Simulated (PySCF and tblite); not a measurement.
The numbers below are computed, except where a source is named.
C5H11N, numbered as in [CH3:1][C@@H:2]1[CH2:3][CH2:4][NH:5][CH2:6]1.

The ensemble was built from 90 distance-geometry starts (ETKDG and KDG, MMFF94s, GFN2-xTB) and rests on PBE0-D3(BJ)/def2-SVP geometries. Weights use PBE0-D3(BJ)/def2-TZVP energies plus GFN2-xTB zero-point and thermal terms (modes under about 100 cm⁻¹ blended into free rotors). Symmetry numbers and mirror images are counted. Conformers within 4 kcal/mol (GFN2-xTB free energy) were kept, 5 at most. Codes: tblite and PySCF.

Rotational constants are equilibrium values for the commonest isotopes; dipoles come from the energy level named.

The 5-ring runs over atoms 2–3–4–5–6.

```csv
conformer,shape,symmetry,weight %
1,"5-ring between envelope and twist (ring torsions -18, 41, -47, 33, -9°)",C1,50.9
2,"5-ring between envelope and twist (ring torsions 21, -43, 47, -32, 7°)",C1,33.2
3,"5-ring between envelope and twist (ring torsions -6, 28, -39, 35, -16°)",C1,15.8
```

Sets of constants, in random order:

| set | A (MHz) | B (MHz) | C (MHz) | abs μa (D) | abs μb (D) | abs μc (D) |
| --- | --- | --- | --- | --- | --- | --- |
| P | 6408 | 3066 | 2332 | 0.03 | 0.07 | 0.76 |
| Q | 5645 | 3347 | 2631 | 0.51 | 0.09 | 0.77 |
| R | 6454 | 3017 | 2300 | 0.80 | 0.56 | 0.94 |

Question: Match each set to its conformer.

Answer: P is conformer 1, Q is conformer 2, R is conformer 3.
